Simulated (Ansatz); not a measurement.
A made-up structure of SiNH2S, doublet:

```xyz
5
angstrom
N -0.3905 0.4158 -0.2106
Si 0.0744 -0.3771 0.9300
S 1.3988 -1.3857 0.4447
H -1.0737 0.9283 0.0630
H -0.0090 0.4186 -1.2271
```

It is relaxed with PBE-D4/def2-SVP and then PBE0-D4/def2-TZVP (Ansatz 0.2.0). Atoms count as bonded within 1.22 times the sum of their covalent radii (H–H: 0.88 Å). The end point is not checked to be a true minimum.

Question: Does its bonding change? (Judge from chemistry; the calculation decides.)

Answer: Computed: No: no bond forms or breaks.

Where it ends: The first stage lowers the energy by 3.92 eV in 9 steps. It ends as SiNH₂S ([NH2][Si][S]):
```csv
atom,x (Å),y (Å),z (Å)
N1,-0.4835,0.5133,-0.2575
Si2,0.1944,-0.4823,0.9266
S3,1.6946,-1.7049,0.6171
H4,-1.2543,1.1347,-0.0766
H5,-0.1512,0.5392,-1.2097
```

Labels in which every atom is bracketed show which atoms are joined, not bond orders.

For scale, one of the runs: PBE0-D4/def2-TZVP relaxation, 117 basis functions, launched by `ansatz run in.yaml --threads 2 --pin off --events-out ev --progress --plain --max-ram 4352MiB`. The run took about 13 s on 2 CPU threads of an Arm Neoverse V2 (shared host).
